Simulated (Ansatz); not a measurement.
## AlHO2 (SMILES [O]=[Al][OH]): the vertical energy of the triplet above the singlet from total energies

AlHO2: 4 atoms, total charge 0, spin state singlet. SMILES: `[O]=[Al][OH]`. Geometry: a GFN2-xTB relaxation, a rough one for these elements and not checked as a minimum.

Both states at this one shape; open shells run unrestricted unless said. 1 Eh = 27.2114 eV.

```
         level  program  singlet AlHO2 (Eh)  triplet AlHO2 (Eh)
    PBE/STO-3G   Ansatz         -388.084653         -387.956132
 revPBE/STO-3G   Ansatz         -388.294790         -388.167058
  B3LYP/STO-3G   Ansatz         -388.375964         -388.253120
r2SCAN0/STO-3G   Ansatz         -388.287117         -388.172808
```

Problem. Work out the vertical gap, second state less first, at each level.

Solution. 
1. PBE/STO-3G: -387.956132 − (-388.084653) = 0.128521 Eh = 3.50 eV.
2. revPBE/STO-3G: -388.167058 − (-388.294790) = 0.127732 Eh = 3.48 eV.
3. B3LYP/STO-3G: -388.253120 − (-388.375964) = 0.122844 Eh = 3.34 eV.
4. r2SCAN0/STO-3G: -388.172808 − (-388.287117) = 0.114309 Eh = 3.11 eV.

No measured value is set beside it here; the levels span 3.11 to 3.50 eV. Minimal sets are far from the basis-set limit.
